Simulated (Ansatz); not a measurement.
**Which method gave which barrier?**

Saddle point of SiH2F2, singlet (SiH₂F₂ ([F][SiH2][F]) → SiF₂ + H₂; bonds formed: H2–H3; bonds broken: Si1–H2, Si1–H3), PBE0-D4/def2-TZVP structure:

```xyz
5
angstrom
Si -0.2330 -0.2736 0.3794
H 0.7714 0.1458 -1.0025
H 0.6952 -0.9903 -0.5289
F -1.5939 0.2952 -0.2143
F 0.3603 0.8229 1.3663
```

Program: Ansatz 0.2.0. Basis: def2-TZVPP, with def2-QZVPP for the basis limit. Cores are frozen in the correlated methods. B3LYP uses VWN-RPA correlation. Extrapolation: Hartree–Fock as exp(−7.88 √X), correlation as X^−2.97. Four methods, as single points on the PBE0-D4 structures, gave these electronic barriers from the start structure: 79.78, 85.52, 93.54, 106.41 kcal/mol.

(1) The methods were, in alphabetical order, B3LYP-D4, BLYP-D4, HF, MP2. Which gave which? (A judgement: the text doesn't fix the answer.)

No T1 diagnostic of these runs exceeds 0.016. The restricted Hartree–Fock reference is unstable towards an unrestricted one at one or more of these structures. A large double-excitation amplitude points to some diradical character; no triplet was computed. The end structure is not quite a true minimum (one mode of 62i cm⁻¹).

Answers

(1) The calculation gives: BLYP-D4 79.78; B3LYP-D4 85.52; MP2 93.54; HF 106.41 kcal/mol. For comparison, CCSD(T) at an estimated basis limit (MP2 extrapolated from triple and quadruple zeta, plus CCSD(T) − MP2 in triple zeta) gives 87.92 kcal/mol.

Losses and insertions of silylenes and their heavier kin drive the gas-phase chemistry of silicon and germanium vapour deposition.

Labels in which every atom is bracketed show which atoms are joined, not bond orders.

For scale, one of the runs: CCSD(T)/def2-TZVPP, 132 basis functions, launched by `ansatz run in.yaml --threads 2 --pin off --events-out ev --progress --plain --max-ram 4352MiB`. Time: 6.5 s of wall clock on 2 CPU threads of an Intel Xeon 6975P-C; the host was shared. Peak host memory: 0.77 GiB.
